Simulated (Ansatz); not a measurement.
Species: HF, SMILES `F` with one electron removed (charge 1, multiplicity 2), formula HF.

**Question.** How many basis functions does frozen-core CCSD(T)/cc-pVTZ // M06-2X/def2-TZVP (Ansatz, a quantum-chemistry and plane-wave program) use, how many core orbitals are frozen, and how many electrons are correlated?

**Answer.** 44 basis functions and 1 frozen orbitals, which leaves 7 correlated electrons. Core time is of the order of seconds.
